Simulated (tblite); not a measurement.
**Question.** Give a GFN2-xTB geometry of `COC/C=C\F`.

**Answer.** 
Z-matrix in Å and degrees, rows numbered from 1:
```
C 
O   1  1.4063
C   2  1.4089  1  113.37
C   3  1.5033  2  112.90  1    70.32
C   4  1.3192  3  124.83  2  -137.28
F   5  1.3451  4  122.32  3     0.09
H   1  1.0878  2  106.44  3   178.08
H   1  1.0971  2  111.08  3    59.02
H   1  1.0963  2  111.70  3   -62.46
H   3  1.0997  2  110.69  1   -53.52
H   3  1.0956  2  105.04  1  -170.85
H   4  1.0787  3  116.15  2    42.55
H   5  1.0799  4  126.05  3  -179.12
```

Of the pairs four or more bonds apart, C4···H9 is among the closest relative to their van der Waals radii: 2.70 Å, 93 % of the sum of Bondi's values. The C–C distances run from 1.319 Å (C4=C5, drawn double) to 1.503 Å (C3–C4, drawn single), a spread of 0.184 Å.

Computed geometry: GFN2-xTB, gas phase.

Point group: C1 (no symmetry element, even within 0.4 Å). Its GFN2-xTB frequencies are all real (lowest 39 cm⁻¹). The numbers are those of one conformer (C1–O2–C3–C4 70°, O2–C3–C4–C5 -137°).
